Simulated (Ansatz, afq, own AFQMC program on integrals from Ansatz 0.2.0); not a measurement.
AFQMC on a folder of integrals that Ansatz 0.2.0 wrote.

```yaml
crystal:
  periodic: [false, false, false]
  atoms:
    - {symbol: N, position_ang: [0.000000, 0.000000, 1.119979]}
    - {symbol: C, position_ang: [0.000000, 0.000000, -0.025627]}
    - {symbol: H, position_ang: [0.000000, 0.000000, -1.094352]}
basis:
  gaussian: {orbitals: cc-pVDZ}
magnetization: {spin_polarized: false}
correlation: {method: ccsd_t, electrons: outside_noble_gas, hamiltonian_folder: ham}
```

```sh
$ ansatz run in.yaml --threads 1 --pin off --events-out ev --progress --plain --max-ram 1382MiB
```

afq runs on the folder ham with

```
--method free --trial cisd --walkers 100 --time-step 0.03 --max-blocks 80 --target-error 0.00038 --factor-cut 1e-05 --seed 3206 --times 0,0.21,0.42,0.81,1.2,1.8,2.4,3 --taylor-order 8
```

Times are imaginary, in 1/Eh. The walk had a cap of 512 s.

afq prints:

```
orbitals 31  electrons 5 5  factors 232 of 313
reference energy -92.88386333 Eh
CCSD correlation -0.29194922 Eh in 10 cycles, weight of the determinant in the CISD state 0.8896
repeat  energy at the last time / Eh  error
    10  -93.186771  0.002162
    20  -93.187653  0.001413
    30  -93.187932  0.001040
    40  -93.189007  0.000926
    50  -93.188939  0.000767
    60  -93.189127  0.000733
    70  -93.189347  0.000685
    80  -93.188891  0.000666
time / (1/Eh)  energy / Eh  error  mean overlap
  0.00  -93.175877  0.000462  1.1240
  0.21  -93.183025  0.000528  1.1245
  0.42  -93.185861  0.000412  1.1243
  0.81  -93.187530  0.000351  1.1308
  1.20  -93.188894  0.000446  1.1256
  1.80  -93.189392  0.000505  1.1228
  2.40  -93.189955  0.000681  1.1124
  3.00  -93.188891  0.000666  1.1236
energy -93.188891 +/- 0.000666 Eh
```

The run passed its tests (error under three times the target), which doesn't prove that it has relaxed.

Against this walk (error 18.1 meV) on the same determinant: CCSD(T) 38.6 meV higher, CCSDT(Q) 4.8 meV lower (within the noise). The error is statistical, and a free projection of finite length keeps a remainder of its start. The last points scatter (meV from the last: 37 ± 10 at 0.81, 0 ± 12 at 1.20, -14 ± 14 at 1.80, -29 ± 19 at 2.40, 0 ± 18 at 3.00); the last is the one printed as the energy, and the gaps above move with that scatter.

Cautions: remainder of the start not in the error; error above the target (18.1 against 10.3 meV).

The walk took 110 s on 1 thread of Arm Neoverse V2, on a shared host. The log's last line is the free-projection energy.

CCSDT and higher add their correlation energy to the determinant of the CCSD(T) run, since their own runs factorise the integrals more tightly (a shift of under 2 meV). A walk keeps the symmetry of its determinant, which the program's search chose and which needn't be the lowest solution, so a lower state of the same spin and another symmetry isn't excluded.
